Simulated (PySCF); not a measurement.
Dimethylformamide, C3H7NO.
Z-matrix (Å and degrees, PBE0-D3(BJ)/def2-TZVP geometry), rows numbered from 1:
```
C 
N   1  1.4357
C   2  1.4393  1  117.99
C   2  1.3526  1  121.66  3  -178.13
O   4  1.2102  2  125.76  1   178.76
H   1  1.0908  2  109.60  3  -179.85
H   1  1.0950  2  111.04  3   -60.13
H   1  1.0955  2  111.20  3    60.31
H   3  1.0884  2  108.25  1   177.93
H   3  1.0951  2  110.86  1   -62.23
H   3  1.0943  2  110.55  1    57.98
H   4  1.1066  2  111.78  1    -1.36
```

All values: wB97X-D/pcSseg-2 (PySCF, non-relativistic), on one gas-phase PBE0-D3(BJ)/def2-TZVP geometry that isn't relaxed in the solvent. The solvent is an IEF-PCM continuum (van der Waals radii × 1.2). Only the electrostatic response of the medium enters.

Gas phase at wB97X-D/pcSseg-2: HOMO -8.99 eV, LUMO 2.05 eV, dipole 4.13 D.

Problem. What does the continuum do to the energy, the frontier levels and the dipole at wB97X-D/pcSseg-2 in chloroform?

Solution. 
```tsv
solvent	ε	E(solvent) − E(gas) (kcal/mol)	polarisation term (kcal/mol)	distortion of the solute (kcal/mol)	HOMO (eV)	LUMO (eV)	dipole (D)
chloroform	4.711	-5.30	-6.26	0.96	-8.94	2.36	5.08
```

The first energy column is the sum of the next two and covers electrostatics alone.

Problem. Which radius a makes the point-dipole formula ΔE = −[(ε − 1)/(2ε + 1)]·μ²/a³ give the value in chloroform, with the gas-phase dipole?

Solution. μ = 1.625 au and |ΔE| = 0.00844 Eh give a = 2.55 Å; the farthest nucleus lies 2.42 Å from the centroid of the nuclei. The formula assumes a rigid point dipole at the centre of a sphere.

Note: wB97X-D ran without an empirical dispersion term, which enters the total energy and its gradient alone.
